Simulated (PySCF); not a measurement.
# A diatomic session: SiCl

Aim: find the lowest electronic state of SiCl, scan its bond at several levels of theory, and get bond length, wavenumber and dissociation energy from each curve.

Computed with PySCF 2.14.0. Level: Si 3-21G, Cl 3-21G, no relativity.

## (1) Set-up

Settings of the job:

```yaml
atoms: Si, Cl
charge: 0
basis: Si 3-21G, Cl 3-21G
Hamiltonian: no relativity
basis_functions: 26
electrons_treated: 31
masses_in_u: 27.9769, 34.9689
levels: PBE0, PBE, r²SCAN, r²SCAN0, M06, LDA, HSE06, HF, MP2, SCS-MP2, CCSD, CCSD(T)
grid: 80 radial by 434 angular points
occupations: held fixed by the projection of orbital angular momentum
dissociation_limit: Si + Cl, each in its ground configuration
starting_distance_in_angstrom: 2.085
values_of_2S_to_try: 1, 3
```

The run is started by

```sh
$ OMP_NUM_THREADS=1 python dia.py task.json out
```

After the search, every level is run at each distance in turn; below they are sorted by level.

## (2) Search for the lowest state

Unrestricted PBE0 solutions at 2.085 Å, counted from the lowest. The search isn't exhaustive.

```
2Ms+1   unpaired          term  E (eV)  ⟨S²⟩  ⟨Lz²⟩  μ (D)
    2        π ↑            ²Π    0.00  0.75   1.00  -1.66
    4  σ ↑, π ↑↑           ⁴Σ⁻    2.87  3.75   0.00  -1.87
    2        σ ↑           ²Σ⁺    3.42  0.75   0.00  -1.36
    2  σ ↑, π ↑↓  not assigned    3.91  1.75   2.00  -1.09
    2  σ ↓, π ↑↑  not assigned    4.11  1.77   0.00  -0.42
    4      π ↑↑↑            ⁴Π    5.29  3.75   1.00   3.75
    4  σ ↑↑, π ↑            ⁴Π    6.19  3.76   1.00  -1.35
    4  σ ↑, π ↑↑  not assigned    8.05  3.75   2.00   3.76
    4  σ ↑, π ↑↑  not assigned    8.24  3.75   2.00   3.66
```

A term symbol stands only where ⟨S²⟩ and ⟨Lz²⟩ are near those of a pure state. A positive dipole means Si(−)Cl(+).

The most promising solutions are followed along the bond (rough minima from three points):

```
2Ms+1   unpaired  R at minimum (Å)  energy at minimum (eV)
    2        π ↑              2.22                    0.00
    4  σ ↑, π ↑↑              2.24                    2.88
```

The search made 9 SCF attempts at the starting distance; with the short scans it took 2.4 s of wall time (1 thread of Arm Neoverse V2, shared host).

## (3) PBE0 along the bond

State followed: ²Π (doublet), unpaired electrons π ↑. The scan is laid around 2.222 Å.

Output of the SCF at 2.222 Å:

```text
******** <class 'pyscf.dft.uks_symm.SymAdaptedUKS'> ********
method = SymAdaptedUKS
initial guess = minao
damping factor = 0
level_shift factor = 0
DIIS = <class 'pyscf.scf.diis.CDIIS'>
diis_start_cycle = 1
diis_space = 10
diis_damp = 0
SCF conv_tol = 1e-09
SCF conv_tol_grad = None
SCF max_cycles = 60
direct_scf = False
max_memory 909 MB (current use 229 MB)
number electrons alpha = 16  beta = 15
XC library pyscf.dft.libxc version 7.0.0
    S. Lehtola, C. Steigemann, M. J.T. Oliveira, and M. A.L. Marques.,  SoftwareX 7, 1–5 (2018)
XC functionals = PBE0
    C. Adamo and V. Barone.,  J. Chem. Phys. 110, 6158 (1999)
    M. Ernzerhof and G. E. Scuseria.,  J. Chem. Phys. 110, 5029 (1999)
small_rho_cutoff = 0
Overwritten attributes  get_k get_j get_occ get_jk get_hcore  of <class 'pyscf.dft.uks_symm.SymAdaptedUKS'>
<class 'pyscf.dft.uks_symm.SymAdaptedUKS'> does not have attributes  refdm
Set gradient conv threshold to 3.16228e-05
init E= -745.646361320072
cycle= 1 E= -745.639632077351  delta_E= 0.00673  |g|= 0.00545  |ddm|= 0.0295
cycle= 2 E= -745.639610122476  delta_E= 2.2e-05  |g|= 0.00833  |ddm|= 0.0247
cycle= 3 E= -745.639663630407  delta_E= -5.35e-05  |g|= 0.000309  |ddm|= 0.0114
cycle= 4 E= -745.639663764493  delta_E= -1.34e-07  |g|= 4.34e-05  |ddm|= 0.00104
cycle= 5 E= -745.639663768239  delta_E= -3.75e-09  |g|= 1.21e-05  |ddm|= 0.000165
cycle= 6 E= -745.639663768675  delta_E= -4.36e-10  |g|= 4.18e-06  |ddm|= 5.58e-05
Extra cycle  E= -745.639663768702  delta_E= -2.74e-11  |g|= 3.89e-06  |ddm|= 1.63e-05
converged SCF energy = -745.639663768702  <S^2> = 0.75162603  2S+1 = 2.0016254
```

The curve and what changes along it:

```
 R (Å)  E (eV)  μ (D)  Mulliken charge of Si (e)  Mayer bond order  ⟨S²⟩  HOMO (eV)  LUMO (eV)
1.9109  0.8547  -0.65                       0.31              0.93  0.75      -5.09      -3.09
1.9998  0.3730  -1.17                       0.35              0.92  0.75      -5.29      -3.28
2.0887  0.1131  -1.68                       0.38              0.91  0.75      -5.48      -3.46
2.1553  0.0232  -2.06                       0.40              0.91  0.75      -5.61      -3.58
2.2220  0.0000  -2.43                       0.41              0.91  0.75      -5.74      -3.70
2.2887  0.0279  -2.79                       0.41              0.91  0.75      -5.86      -3.81
2.3775  0.1239  -3.25                       0.42              0.92  0.75      -6.01      -3.95
2.4886  0.3093  -3.79                       0.43              0.92  0.75      -6.18      -4.12
2.6220  0.5899  -4.41                       0.43              0.92  0.75      -6.37      -4.30
2.7997  1.0090  -5.17                       0.43              0.91  0.76      -6.59      -4.51
```

The fit gives Re = 2.216 Å, ωe = 453 cm⁻¹, ωexe = 1.60 cm⁻¹, αe = 0.00128 cm⁻¹, Be = 0.2209 cm⁻¹, De = 3.66 eV, μ = -2.40 D.

Orbitals nearest the gap at 2.222 Å:

```
spin  orbital  ε (eV)  filled                          made of
   β        σ  -22.91     yes                        Cl s 94 %
   α        σ  -13.85     yes             Si s 68 %, Cl p 24 %
   β        σ  -13.13     yes             Si s 57 %, Cl p 35 %
   α        π   -9.65     yes             Cl p 88 %, Si p 12 %
   α        π   -9.55     yes              Cl p 91 %, Si p 9 %
   β        π   -9.54     yes                        Cl p 93 %
   α        σ   -9.44     yes  Cl p 53 %, Si s 28 %, Si p 19 %
   β        π   -9.30     yes                        Cl p 95 %
   β        σ   -9.04     yes  Cl p 44 %, Si s 37 %, Si p 19 %
   α        π   -5.74     yes             Si p 89 %, Cl p 11 %
   α        π   -3.70      no              Si p 92 %, Cl p 8 %
   β        π   -3.26      no                        Si p 93 %
   β        π   -2.37      no                        Si p 95 %
   α        σ   -0.86      no             Si p 87 %, Cl p 17 %
```

Polarisability there: 52.1 bohr³ along the bond, 20.7 across it. Without diffuse functions these come out too small, above all across the bond.

## (4) Orbitals, density and potential

The fields below are evaluated on a grid from the run's orbitals.

Frontier orbitals at PBE0 (alpha spin), with the share of their density that lies nearest to each atom:

```
orbital  energy (eV)             lies on
   HOMO        -5.74  Si1 87 %; Cl2 13 %
   LUMO        -3.70  Si1 89 %; Cl2 11 %
```

ELF in a plane through or near 2 of the atoms.

Ten even steps from '0' (0.00) to '9' (0.99):
```
0000025788874100000000000000
0002478999985100000000000000
0015799999985100012211000000
0047899999995101234443100000
0147899999996202456654210000
0258899999997214678775321000
0257899999997336888886532000
0247899942236457888887532100
0146799416522568312388643100
0136788268861576278178643100
0136788268861576278178643100
0146799416522568311388643100
0247899943336457888887532100
0257899999997336888886532000
0258899999997214678775321000
0147899999996202456654210000
0047899999995101234443100000
0015799999985100012211000000
0002478999985100000000000000
0000025788874100000000000000
```
The map spans 7.4 Å across and 5.2 Å up, centred on the molecule. Atoms in the plane (x, y in Å): Si1 (-1.1, 0.0), Cl2 (1.1, 0.0).

log10 of the density (e/Å³) in the same plane.

Values, 10 rows by 14 columns:
```
-4.0 -3.4 -3.0 -2.6 -2.3 -2.3 -2.5 -2.8 -3.0 -3.1 -3.4 -3.9 -4.0 -4.0
-3.5 -2.8 -2.3 -1.9 -1.6 -1.6 -1.8 -2.0 -2.0 -1.9 -2.1 -2.7 -3.3 -4.0
-3.2 -2.4 -1.9 -1.4 -1.1 -1.1 -1.3 -1.4 -1.2 -1.2 -1.4 -2.0 -2.6 -3.6
-2.9 -2.1 -1.5 -0.9 -0.5 -0.5 -0.7 -0.8 -0.3 -0.2 -0.5 -1.3 -1.9 -3.0
-2.7 -1.9 -1.3 -0.5  0.3  0.8 -0.4 -0.2  0.4  1.0  0.1 -0.8 -1.6 -2.6
-2.7 -1.9 -1.2 -0.5  0.9  1.5 -0.2 -0.1  1.0  3.4  0.2 -0.8 -1.5 -2.6
-2.8 -2.0 -1.4 -0.7 -0.3 -0.2 -0.5 -0.5  0.1  0.2 -0.2 -1.0 -1.7 -2.8
-3.0 -2.2 -1.7 -1.1 -0.7 -0.7 -0.9 -1.1 -0.8 -0.7 -1.0 -1.6 -2.2 -3.3
-3.3 -2.5 -2.0 -1.6 -1.3 -1.3 -1.4 -1.6 -1.5 -1.4 -1.6 -2.2 -2.8 -3.8
-3.8 -3.1 -2.6 -2.2 -2.0 -2.0 -2.1 -2.4 -2.4 -2.5 -2.7 -3.2 -3.8 -4.0
```
The map spans 7.4 Å across and 5.2 Å up, centred on the molecule. Atoms in the plane (x, y in Å): Si1 (-1.1, 0.0), Cl2 (1.1, 0.0).

On the surface of density 0.002 e/bohr³ the electrostatic potential runs, from the 1st to the 99th percentile, from -0.90 V near Cl2 to 2.40 V near Si1.

The spin density lies nearest to Si1 92 %; Cl2 8 %.

## (5) Excited determinants

State 2: ⁴Σ⁻ (quartet), unpaired electrons σ ↑, π ↑↑, an excited solution.

The SCF at the reference distance, 2.222 Å, printed:

```text
******** <class 'pyscf.dft.uks_symm.SymAdaptedUKS'> ********
method = SymAdaptedUKS
initial guess = minao
damping factor = 0
level_shift factor = 0
DIIS = <class 'pyscf.scf.diis.CDIIS'>
diis_start_cycle = 1
diis_space = 10
diis_damp = 0
SCF conv_tol = 1e-09
SCF conv_tol_grad = None
SCF max_cycles = 60
direct_scf = False
max_memory 909 MB (current use 264 MB)
number electrons alpha = 17  beta = 14
XC library pyscf.dft.libxc version 7.0.0
    S. Lehtola, C. Steigemann, M. J.T. Oliveira, and M. A.L. Marques.,  SoftwareX 7, 1–5 (2018)
XC functionals = PBE0
    C. Adamo and V. Barone.,  J. Chem. Phys. 110, 6158 (1999)
    M. Ernzerhof and G. E. Scuseria.,  J. Chem. Phys. 110, 5029 (1999)
small_rho_cutoff = 0
Set gradient conv threshold to 3.16228e-05
init E= -745.541118397065
cycle= 1 E= -745.533856447899  delta_E= 0.00726  |g|= 0.00263  |ddm|= 0.0273
cycle= 2 E= -745.533867739369  delta_E= -1.13e-05  |g|= 0.00117  |ddm|= 0.00763
cycle= 3 E= -745.533869316908  delta_E= -1.58e-06  |g|= 0.00103  |ddm|= 0.00338
cycle= 4 E= -745.533870266152  delta_E= -9.49e-07  |g|= 0.000217  |ddm|= 0.0016
cycle= 5 E= -745.533870456892  delta_E= -1.91e-07  |g|= 5.07e-05  |ddm|= 0.00129
cycle= 6 E= -745.533870463805  delta_E= -6.91e-09  |g|= 8.18e-06  |ddm|= 0.000236
cycle= 7 E= -745.533870463956  delta_E= -1.51e-10  |g|= 9.67e-07  |ddm|= 3e-05
Extra cycle  E= -745.533870463957  delta_E= -1.36e-12  |g|= 3.06e-07  |ddm|= 2.98e-06
converged SCF energy = -745.533870463957  <S^2> = 3.7514673  2S+1 = 4.0007336
```

Re = 2.221 Å, ωe = 407 cm⁻¹, ωexe = 4.50 cm⁻¹, αe = 0.00227 cm⁻¹, Be = 0.2199 cm⁻¹, μ = -2.07 D. Its minimum lies 2.88 eV above that of the lowest state.

Energy (eV) from the lowest point of the lowest state:

```
R (Å)  lowest  state 2
1.911   0.855    3.691
2.000   0.373    3.228
2.089   0.113    2.984
2.155   0.023    2.902
2.222   0.000    2.879
2.289   0.028    2.898
2.377   0.124    2.965
2.489   0.309    3.081
2.622   0.590    3.225
2.800   1.009    3.380
```

## (6) PBE

Log of the SCF at 2.222 Å:

```text
******** <class 'pyscf.dft.uks_symm.SymAdaptedUKS'> ********
method = SymAdaptedUKS
initial guess = minao
damping factor = 0
level_shift factor = 0
DIIS = <class 'pyscf.scf.diis.CDIIS'>
diis_start_cycle = 1
diis_space = 10
diis_damp = 0
SCF conv_tol = 1e-09
SCF conv_tol_grad = None
SCF max_cycles = 60
direct_scf = False
max_memory 909 MB (current use 238 MB)
number electrons alpha = 16  beta = 15
XC library pyscf.dft.libxc version 7.0.0
    S. Lehtola, C. Steigemann, M. J.T. Oliveira, and M. A.L. Marques.,  SoftwareX 7, 1–5 (2018)
XC functionals = PBE
    J. P. Perdew, K. Burke, and M. Ernzerhof.,  Phys. Rev. Lett. 77, 3865 (1996)
    J. P. Perdew, K. Burke, and M. Ernzerhof.,  Phys. Rev. Lett. 78, 1396 (1997)
    J. P. Perdew, K. Burke, and M. Ernzerhof.,  Phys. Rev. Lett. 77, 3865 (1996)
    J. P. Perdew, K. Burke, and M. Ernzerhof.,  Phys. Rev. Lett. 78, 1396 (1997)
small_rho_cutoff = 0
Set gradient conv threshold to 3.16228e-05
init E= -745.567798456983
cycle= 1 E= -745.567621062203  delta_E= 0.000177  |g|= 0.0408  |ddm|= 0.111
cycle= 2 E= -745.561550620271  delta_E= 0.00607  |g|= 0.0956  |ddm|= 0.191
cycle= 3 E= -745.569102094685  delta_E= -0.00755  |g|= 0.00349  |ddm|= 0.131
cycle= 4 E= -745.569116999471  delta_E= -1.49e-05  |g|= 0.000731  |ddm|= 0.00816
cycle= 5 E= -745.569117447402  delta_E= -4.48e-07  |g|= 0.000146  |ddm|= 0.0012
cycle= 6 E= -745.569117465236  delta_E= -1.78e-08  |g|= 1.11e-05  |ddm|= 0.000183
cycle= 7 E= -745.569117465371  delta_E= -1.35e-10  |g|= 2.72e-06  |ddm|= 3.2e-05
Extra cycle  E= -745.569117465342  delta_E= 2.89e-11  |g|= 6.76e-06  |ddm|= 1.74e-05
converged SCF energy = -745.569117465342  <S^2> = 0.75151368  2S+1 = 2.0015131
```

Re = 2.232 Å, ωe = 440 cm⁻¹, ωexe = 1.61 cm⁻¹, αe = 0.00129 cm⁻¹, Be = 0.2177 cm⁻¹, De = 3.93 eV, μ = -2.03 D.

## (7) r²SCAN (meta-GGA)

Log of the SCF at 2.222 Å:

```text
******** <class 'pyscf.dft.uks_symm.SymAdaptedUKS'> ********
method = SymAdaptedUKS
initial guess = minao
damping factor = 0
level_shift factor = 0
DIIS = <class 'pyscf.scf.diis.CDIIS'>
diis_start_cycle = 1
diis_space = 10
diis_damp = 0
SCF conv_tol = 1e-09
SCF conv_tol_grad = None
SCF max_cycles = 60
direct_scf = False
max_memory 909 MB (current use 239 MB)
number electrons alpha = 16  beta = 15
XC library pyscf.dft.libxc version 7.0.0
    S. Lehtola, C. Steigemann, M. J.T. Oliveira, and M. A.L. Marques.,  SoftwareX 7, 1–5 (2018)
XC functionals = R2SCAN
    J. W. Furness, A. D. Kaplan, J. Ning, J. P. Perdew, and J. Sun.,  J. Phys. Chem. Lett. 11, 8208-8215 (2020)
    J. W. Furness, A. D. Kaplan, J. Ning, J. P. Perdew, and J. Sun.,  J. Phys. Chem. Lett. 11, 9248-9248 (2020)
    J. W. Furness, A. D. Kaplan, J. Ning, J. P. Perdew, and J. Sun.,  J. Phys. Chem. Lett. 11, 8208-8215 (2020)
    J. W. Furness, A. D. Kaplan, J. Ning, J. P. Perdew, and J. Sun.,  J. Phys. Chem. Lett. 11, 9248-9248 (2020)
small_rho_cutoff = 0
Set gradient conv threshold to 3.16228e-05
init E= -745.809011278684
cycle= 1 E= -745.808971403822  delta_E= 3.99e-05  |g|= 0.0242  |ddm|= 0.0762
cycle= 2 E= -745.807482059667  delta_E= 0.00149  |g|= 0.0495  |ddm|= 0.101
cycle= 3 E= -745.80943320267  delta_E= -0.00195  |g|= 0.000424  |ddm|= 0.0685
cycle= 4 E= -745.80943331176  delta_E= -1.09e-07  |g|= 9.98e-05  |ddm|= 0.000931
cycle= 5 E= -745.80943332473  delta_E= -1.3e-08  |g|= 5.04e-05  |ddm|= 0.000321
cycle= 6 E= -745.809433327936  delta_E= -3.21e-09  |g|= 1.03e-05  |ddm|= 0.000138
cycle= 7 E= -745.809433328047  delta_E= -1.11e-10  |g|= 6.17e-07  |ddm|= 2.04e-05
Extra cycle  E= -745.809433328048  delta_E= -9.09e-13  |g|= 2.91e-07  |ddm|= 2.82e-06
converged SCF energy = -745.809433328048  <S^2> = 0.75158539  2S+1 = 2.0015848
```

Re = 2.224 Å, ωe = 446 cm⁻¹, ωexe = 1.61 cm⁻¹, αe = 0.00128 cm⁻¹, Be = 0.2192 cm⁻¹, De = 3.78 eV, μ = -2.17 D.

[end of part 1 of 2]
